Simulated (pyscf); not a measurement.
Thermochemistry of product channels of `[F][Si]([F])[F]` [doublet] + `[SiH2]` [singlet] on the doublet surface, in kcal/mol, from ωB97M-D3(BJ)/def2-TZVP energies (ideal gas, 1 atm, RRHO with modes under 100 cm⁻¹ raised to 100, one conformer, R ln 2 for chiral ones without a mode under 150 cm⁻¹). Single points on ωB97X-D3(BJ)/def2-SVP structures (PySCF, gas phase).

```csv
products,ΔE,ΔH(298 K),ΔG(298 K),ΔG(600 K)
`[F][SiH2][Si]([F])[F]` [doublet],-50.2,-47.1,-37.3,-27.5
`[F][Si]([F])([F])[SiH2]` [doublet],-63.6,-61.1,-51.2,-41.4
```

These are energies of the channels, which say nothing of barriers.
